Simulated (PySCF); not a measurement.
# One shape, several levels: C3H3F3 (SMILES F/C=C(/F)CF)

Wanted: a comparison of 6 runs (HF/STO-3G, HF/3-21G, B3LYP/6-31G*, PBE0/def2-SVP, M06-2X/6-311G**, CCSD/6-31G*) of C3H3F3. Input form: a Python script.

Program for the calculation: PySCF 2.14.0.

**1. Starting point**

C3H3F3 has 9 atoms, charge 0, and is taken as a singlet. SMILES: `F/C=C(/F)CF`. The shape is that of a PBE0-D4/def2-TZVP optimisation. This is one conformer, not always the lowest.

Bond lengths: F1–C2 1.333 Å, C2–C3 1.324 Å, C3–F4 1.340 Å, C3–C5 1.478 Å, C5–F6 1.382 Å, C2–H7 1.083 Å, C5–H8 1.094 Å, C5–H9 1.091 Å. Some angles: F1–C2–C3 121.3°, C2–C3–F4 118.0°, C2–C3–C5 126.9°, F4–C3–C5 115.0°, C3–C5–F6 110.7°, F1–C2–H7 114.5°, C3–C2–H7 124.2°, C3–C5–H8 110.0°, C3–C5–H9 109.9°, F6–C5–H8 107.6°.

**2. Energy and forces at HF/STO-3G (run 1)**

calc.py

```python
# FC=C(F)CF
import pyscf.grad
from pyscf import gto

system = gto.M(
    atom='''
F     -3.333288    -2.109123     0.188784
C     -1.169363    -2.091738    -1.099065
C      0.592618    -0.371898    -0.655546
F      2.714403    -0.457692    -2.035424
C      0.507014     1.663715     1.254778
F      0.361694     4.004519     0.103935
H     -1.000232    -3.579330    -2.493305
H      2.230822     1.634046     2.397307
H     -1.141395     1.416350     2.468738
''',
    unit='bohr',
    verbose=3,
    basis='sto-3g',
    max_memory=1860,
)

mf = system.RHF()
mf.conv_tol = 1e-10
mf.kernel()
if not mf.converged:
    mf = mf.newton().run(mf.mo_coeff, mf.mo_occ)

e_final = mf.e_tot
print('E = %.10f Eh' % e_final)
grad = mf.Gradients().kernel()
mf.analyze()
```

Launch:

```console
OMP_NUM_THREADS=1 python calc.py
```

The program printed:

```text
converged SCF energy = -408.013565283425
[... 12 lines left out ...]
MO #3   energy= -25.9345047136402  occ= 2
[... 5 lines left out ...]
MO #9   energy= -1.49295444757728  occ= 2
[... 5 lines left out ...]
MO #15  energy= -0.613949479260458 occ= 2
[... 5 lines left out ...]
MO #21  energy= -0.467285292081792 occ= 2
[... 5 lines left out ...]
MO #27  energy= 0.605381199486232  occ= 0
[... 5 lines left out ...]
MO #33  energy= 0.999746096367832  occ= 0
[... 10 lines left out ...]
Dipole moment(X, Y, Z, Debye):  0.03292, -0.97710,  0.59965
```

Run time: 4.2 s. Hardware: 1 thread of Intel Xeon at 2.50GHz (Skylake/Cascade Lake), shared host; peak memory 0.12 GiB.

**3. Energy and gradient at HF/3-21G (run 2)**

run.py

```python
import pyscf.grad
from pyscf import gto, scf

mol = gto.M(
    atom='''
F     -1.763900    -1.116100     0.099900
C     -0.618800    -1.106900    -0.581600
C      0.313600    -0.196800    -0.346900
F      1.436400    -0.242200    -1.077100
C      0.268300     0.880400     0.664000
F      0.191400     2.119100     0.055000
H     -0.529300    -1.894100    -1.319400
H      1.180500     0.864700     1.268600
H     -0.604000     0.749500     1.306400
''',
    charge=0,
    basis='3-21g',
    max_memory=1860,
    verbose=4,
)

mf = scf.RHF(mol)
mf.conv_tol = 1e-10
mf.kernel()
if not mf.converged:
    mf = mf.newton().run(mf.mo_coeff, mf.mo_occ)

etot = mf.e_tot
print('E = %.10f Eh' % etot)
grad = mf.Gradients().kernel()
dip = mf.dip_moment()
pop, q = mf.mulliken_pop()
```

Launch:

```console
OMP_NUM_THREADS=1 python run.py
```

The program printed:

```text
PySCF version 2.14.0

[... 65 lines left out ...]
converged SCF energy = -411.363422073461
[... 12 lines left out ...]
Dipole moment(X, Y, Z, Debye):  0.05261, -1.91479,  1.07535
[... 70 lines left out ...]
charge of    8H =      0.23496
```

Wall time 4.5 s (1 thread of Intel Xeon at 2.50GHz (Skylake/Cascade Lake), shared host); peak memory 0.13 GiB.

Runs 3 to 4 aren't shown in full; the table further down has their settings and results.

**4. Energy and gradient at M06-2X/6-311G(d,p) (run 5)**

geometry.xyz

```xyz
9
C3H3F3
F     -1.763900    -1.116100     0.099900
C     -0.618800    -1.106900    -0.581600
C      0.313600    -0.196800    -0.346900
F      1.436400    -0.242200    -1.077100
C      0.268300     0.880400     0.664000
F      0.191400     2.119100     0.055000
H     -0.529300    -1.894100    -1.319400
H      1.180500     0.864700     1.268600
H     -0.604000     0.749500     1.306400
```

run.py

```python
import pyscf.grad
from pyscf import gto, dft

mol = gto.M(
    atom='geometry.xyz',
    basis='6-311g**',
    spin=0,
    verbose=3,
    max_memory=1860,
)

mf = dft.RKS(mol)
mf.xc = 'm06-2x'
mf.grids.level = 5
mf.conv_tol = 1e-10
mf.kernel()
if not mf.converged:
    mf = mf.newton().run(mf.mo_coeff, mf.mo_occ)

e_tot = mf.e_tot
print(f'total energy: {e_tot:.8f} hartree')
grad = mf.Gradients().kernel()
mf.analyze()
```

Launch:

```console
OMP_NUM_THREADS=1 python run.py
```

The program printed:

```text
converged SCF energy = -415.566783172125
[... 25 lines left out ...]
MO #16  energy= -0.586916085466768 occ= 2
[... 21 lines left out ...]
MO #38  energy= 0.504762960376549  occ= 0
[... 21 lines left out ...]
MO #60  energy= 1.32993095871567   occ= 0
[... 21 lines left out ...]
MO #82  energy= 2.41403865093935   occ= 0
[... 21 lines left out ...]
MO #104 energy= 4.10105064626475   occ= 0
[... 21 lines left out ...]
MO #126 energy= 66.9093777796985   occ= 0
[... 10 lines left out ...]
Dipole moment(X, Y, Z, Debye):  0.00540, -1.61001,  0.90725
```

It took 2.7 min on 1 thread of Intel Xeon at 2.50GHz (Skylake/Cascade Lake), shared host; peak memory 1.3 GiB.

**5. The energy at CCSD/6-31G(d) (spherical functions) (run 6)**

input.py

```python
from pyscf import gto, cc

system = gto.Mole()
system.atom = '''
F       -1.763900      -1.116100       0.099900
C       -0.618800      -1.106900      -0.581600
C        0.313600      -0.196800      -0.346900
F        1.436400      -0.242200      -1.077100
C        0.268300       0.880400       0.664000
F        0.191400       2.119100       0.055000
H       -0.529300      -1.894100      -1.319400
H        1.180500       0.864700       1.268600
H       -0.604000       0.749500       1.306400
'''
system.max_memory = 1860
system.verbose = 3
system.basis = '6-31g*'
system.spin = 0
system.build()

hf = system.RHF()
hf.conv_tol = 1e-10
hf.kernel()
if not hf.converged:
    hf = hf.newton().run(hf.mo_coeff, hf.mo_occ)

mycc = cc.CCSD(hf, frozen=6)
mycc.kernel()
energy = mycc.e_tot
print('E = %.10f Eh' % energy)
hf.analyze()
```

Launch:

```console
OMP_NUM_THREADS=1 python input.py
```

The program printed:

```text
converged SCF energy = -413.603175676147
[... 17 lines left out ...]
MO #15  energy= -0.726881086926572 occ= 2
[... 14 lines left out ...]
MO #30  energy= 0.362140242697258  occ= 0
[... 14 lines left out ...]
MO #45  energy= 1.13889432733951   occ= 0
[... 14 lines left out ...]
MO #60  energy= 1.77907466081191   occ= 0
[... 14 lines left out ...]
MO #75  energy= 2.44019125796596   occ= 0
[... 14 lines left out ...]
MO #90  energy= 3.5826066048523    occ= 0
[... 10 lines left out ...]
Dipole moment(X, Y, Z, Debye):  0.01680, -1.75778,  0.94798
```

It took 43 s on 1 thread of Intel Xeon at 2.50GHz (Skylake/Cascade Lake), shared host; peak memory 0.61 GiB.

**6. All runs side by side**

```tsv
run	level	integration grid	task	energy (Eh)	dipole moment (D) of the reference	HOMO energy (eV)	LUMO energy (eV)	wall time
1	HF/STO-3G	–	gradient	-408.013565	1.15	-7.85	7.89	4.2 s
2	HF/3-21G	–	gradient	-411.363422	2.20	-10.68	4.06	4.5 s
3	B3LYP/6-31G* (spherical functions)	5	gradient	-415.580369	1.65	-7.07	0.00	75 s
4	PBE0/def2-SVP	5	gradient	-414.861228	1.76	-7.64	-0.12	70 s
5	M06-2X/6-311G**	5	gradient	-415.566783	1.85	-9.05	0.79	2.7 min
6	CCSD/6-31G* (spherical functions)	–	energy	-414.510650	2.00	-10.55	4.28	43 s
```

**7. What came out**

```
                                          quantity          value
                               run 6: total energy  -414.51065 Eh
       run 6: dipole moment (Hartree–Fock density)         2.00 D
        run 6: HOMO energy (Hartree–Fock orbitals)      -10.55 eV
        run 6: LUMO energy (Hartree–Fock orbitals)        4.28 eV
      run 6: HOMO–LUMO gap (Hartree–Fock orbitals)       14.82 eV
run 6: correlation energy (6 core orbitals frozen)     -907.5 mEh
                              run 6: T1 diagnostic          0.012
```

What this shows: Over runs 1, 2, 3, 4, 5 the dipole moment (its size) runs from 1.15 D (HF/STO-3G) to 2.20 D (HF/3-21G). Over runs 1, 2, 3, 4, 5 the HOMO–LUMO gap runs from 7.07 eV (B3LYP/6-31G*) to 15.74 eV (HF/STO-3G). The two ends differ in method and basis. Totals of different functionals can't be ranked against each other. In run 1 the basis is minimal, so the values are rough. All runs together took 6 min, the longest 2.7 min.
